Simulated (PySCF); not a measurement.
Molecule: tetrahydroborate (SMILES [BH4-]).

Molfile (atoms numbered from 1):
```
BH4
     RDKit          3D

  5  4  0  0  0  0  0  0  0  0999 V2000
    0.0185   -0.0208   -0.0192 B   0  0  0  0  0  0  0  0  0  0  0  0
   -0.8096   -0.8263   -0.5031 H   0  0  0  0  0  0  0  0  0  0  0  0
    0.1605   -0.2522    1.2036 H   0  0  0  0  0  0  0  0  0  0  0  0
   -0.3972    1.1499   -0.1775 H   0  0  0  0  0  0  0  0  0  0  0  0
    1.1199   -0.1553   -0.6003 H   0  0  0  0  0  0  0  0  0  0  0  0
  1  2  1  0
  1  3  1  0
  1  4  1  0
  1  5  1  0
M  CHG  1   1  -1
M  END
```

Spin–spin couplings on one PBE0-D3(BJ)/def2-SVP geometry, PySCF, gas phase, non-relativistic, equivalent pairs averaged; isotopes $^{11}$B, $^{1}$H; functional B3LYP.

Reference values (Hz): $^{1}J$(B1,H2) = 75.5 (SOPPA(CCSD)/aug-cc-pVTZ-J-uc; gas (equilibrium); Provasi and Sauer, Optimized basis sets for spin-spin coupling constants involving B, Al, Si, P and Cl (J. Chem. Phys. 2010)).

How do the couplings (Hz) change with the basis set? Times are CPU seconds on shared hosts with different chips, so compare them loosely. Far from the basis limit: 6-31G*, pcJ-0, def2-TZVP, cc-pVTZ.

Results:


| basis set | functions | $^{1}J$(B1,H2) | abs. error | core-s |
| --- | --- | --- | --- | --- |
| 6-31G* | 22 | 100.8 | 25.4 | 0.4 |
| pcJ-0 | 25 | 81.5 | 6.1 | 0.4 |
| def2-TZVP | 55 | 85.6 | 10.2 | 0.7 |
| pcJ-1 | 67 | 90.8 | 15.3 | 1 |
| cc-pVTZ | 86 | 88.8 | 13.3 | 1 |
| aug-cc-pVTZ-J | 126 | 91.7 | 16.2 | 1.8 |
| pcJ-2 | 147 | 90.6 | 15.2 | 2 |

Errors compare magnitudes, without vibrational corrections. Closest: pcJ-0; furthest: 6-31G*.

The Fermi-contact term samples the wavefunction at the nucleus, which is why sets with added tight s functions (names with J) are made for couplings. Agreement of an ordinary basis with the reference is then largely a cancellation of errors.
